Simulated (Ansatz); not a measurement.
Results of r²SCAN+rVV10 in Ansatz (PAW) for Cs2AgBiBr6 (Fm-3m, No. 225).

Run with plane-wave cutoff 500 eV, 6×6×6 k mesh, Fermi–Dirac smearing 0.05 eV, no spin polarisation, scalar-relativistic PAW data made under PBE.

Cell (relaxed at this level):

```
CELL_PARAMETERS angstrom
      0.00000     5.61797     5.61797
      5.61797     0.00000     5.61797
      5.61797     5.61797     0.00000
ATOMIC_POSITIONS crystal
  Cs 0.75000 0.75000 0.75000
  Cs 0.25000 0.25000 0.25000
  Ag 0.50000 0.50000 0.50000
  Bi 0.00000 0.00000 0.00000
  Br 0.74721 0.25279 0.25279
  Br 0.25279 0.74721 0.74721
  Br 0.25279 0.74721 0.25279
  Br 0.74721 0.25279 0.74721
  Br 0.25279 0.25279 0.74721
  Br 0.74721 0.74721 0.25279
```

Q: Predict the band gap.

A: 
- band gap = 1.60 eV (on the SCF k mesh)

Spin–orbit coupling is not included; with these elements it can move the gap by several tenths of an eV or more.

Static lattice: no zero-point or thermal effects.

Cost on a shared machine: roughly 5 core-minutes.

Ansatz is a first-principles code.
